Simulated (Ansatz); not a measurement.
We consider rock-salt LiCl, described by G0W0@PBE0 in Ansatz (hard PAW, contour deformation).

The cell has the measured lattice parameters. Conventional cell: a = 5.1399 Å, b = 5.1399 Å, c = 5.1399 Å, α = 90.00°, β = 90.00°, γ = 90.00°.

The quasiparticle gap at Γ at a fixed k mesh 4×4×4:

| response cutoff | value (eV) |
|---|---|
| 150 eV, 260 empty bands | 9.655 |
| 200 eV, 401 empty bands | 9.718 |
| 250 eV, 560 empty bands | 9.757 |
| 300 eV, 736 empty bands | 9.781 |

Q: Taking the value to converge with the response cutoff E as E^(−3/2), extrapolate from the last two rows.

A: With y = y∞ + c/w and weights w = 3953 and 5196 for the last two rows, y∞ = (w2 y2 − w1 y1)/(w2 − w1) = (5196 × 9.781 − 3953 × 9.757)/1243 = 9.857 eV, which lies 0.076 beyond the last row. Successive pairs of rows give 9.835, 9.855, 9.857. The limit also hangs on the law assumed, so its last digits aren't firm.

The other settings are not extrapolated, so this is the limit in one setting alone.

Note: GW on a hybrid start was not checked against another program.

Ansatz is a first-principles code.
